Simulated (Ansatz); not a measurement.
Input file:

```yaml
crystal:
  periodic: [false, false, false]
  atoms:
    - {symbol: Al, position_ang: [0.000000, 0.000000, -1.552838]}
    - {symbol: Al, position_ang: [0.000000, 0.000000, 1.737976]}
    - {symbol: H, position_ang: [0.000000, 1.833991, -2.477980]}
    - {symbol: H, position_ang: [0.000000, -1.833991, -2.477980]}
basis:
  gaussian: {orbitals: 6-31G}
magnetization: {spin_polarized: false, initial_magnetization: 2}
correlation: {method: fci, electrons: outside_noble_gas}
```

```sh
$ ansatz run in.yaml --threads 1 --pin off --events-out ev --progress --plain --max-ram 2393MiB
```

Log:

```
611 factors; integrals over basis functions are off by at most 1.7e-7 eV
mean field evaluation 1: about -13190.7376 eV, gradient 6.4e0 eV
mean field evaluation 2: about -13190.7394 eV, gradient 6.4e0 eV
mean field evaluation 4: about -13191.7267 eV, gradient 1.3e0 eV
mean field evaluation 8: about -13191.8664 eV, gradient 1.4e-1 eV
mean field evaluation 16: about -13191.4453 eV, gradient 2.9e0 eV
mean field evaluation 32: about -13191.8708 eV, gradient 1.3e-1 eV
mean field evaluation 64: about -13191.4480 eV, gradient 5.4e0 eV
mean field -13191.86724003 eV, -484.7921793025 hartree, gradient 2.4e-6 eV, S^2 2.000000; 9 other end points of the search recorded, 0 dependent functions left out
mean field evaluation 96: about -13192.0448 eV, gradient 2.9e-1 eV
determinant -13191.86724003 eV, -484.7921793025 hartree, with singles and doubles -13194.64298906 eV, -484.8941861975 hartree
determinant -13191.69529516 eV, -484.7858604450 hartree, with singles and doubles -13194.37004969 eV, -484.8841558608 hartree
determinant -13191.86724003 eV, -484.7921793025 hartree, with singles and doubles -13194.64073868 eV, -484.8941034978 hartree
determinant -13191.69529516 eV, -484.7858604450 hartree, with singles and doubles -13194.36858733 eV, -484.8841021201 hartree
10 core orbitals not correlated: weight in the atoms' cores, before any rotation towards them, 1.000 or more for the frozen orbitals, at most 0.000 for the correlated occupied ones
reference -13191.86724003 eV, -484.7921793025 hartree; 5, 3 occupied and 15, 17 virtual orbitals, 611 factors
state -13194.77255004 eV, -484.8989474759 hartree
Total energy: -13194.77255004 eV, -484.8989474759 hartree
```

Ran on 1 thread of Arm Neoverse V1, shared host: 70 s wall, 0.79 GiB peak host memory.
